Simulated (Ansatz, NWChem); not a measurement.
## Worked example: the enthalpy of formation of P2 (SMILES P#P)

P2 has 2 atoms, charge 0, and is taken as a singlet. SMILES: `P#P`. The bond length is the measured one.

```xyz
2

P     0.0000    0.0000    0.0000
P     0.0000    0.0000    1.8934
```

Total energies at BLYP/def2-TZVPPD (NWChem 7.3.0); the atoms run unrestricted:

```tsv
species	state	energy (Eh)
P2	singlet	-682.723044
P	quartet	-341.264219
```

Harmonic wavenumbers at wB97M-V/jorge-QZP, in cm⁻¹: 857.

Measured heats of formation of the gaseous atoms at 298.15 K, in kJ/mol: P 316.4. Take 1 Eh = 2625.50 kJ/mol, 1 cm⁻¹ = 0.0119627 kJ/mol, RT = 2.479 kJ/mol.

Task: Work out the heat of formation of the gas at 298 K.

Result: 
1. Electronic atomisation energy: 2 × (-341.264219) − (-682.723044) = 0.194606 Eh = 510.9 kJ/mol.
2. Zero-point energy: half the sum of the wavenumbers, 428.5 cm⁻¹ = 5.1 kJ/mol.
3. Thermal vibrational enthalpy, Σ hcν̃/(exp(hcν̃/kT) − 1): 0.2 kJ/mol. Translation, rotation and pV of a linear molecule: 3.5 RT = 8.7 kJ/mol.
4. The 2 free atoms carry 5/2 RT each: 12.4 kJ/mol.
5. Atomisation enthalpy at 298 K: 510.9 − 5.1 − 0.2 − 8.7 + 12.4 = 509.3 kJ/mol.
6. Sum of the atoms' heats of formation: 632.8 kJ/mol. Heat of formation: 632.8 − 509.3 = +123.5 kJ/mol.

The tabulated value is +143.7 kJ/mol (NIST-JANAF tables), so this level is off by -20.2 kJ/mol, or 4.1 % of the atomisation enthalpy. Gradient-corrected functionals often overbind somewhat. Anharmonicity and any spin-orbit splitting of the molecule are left out.
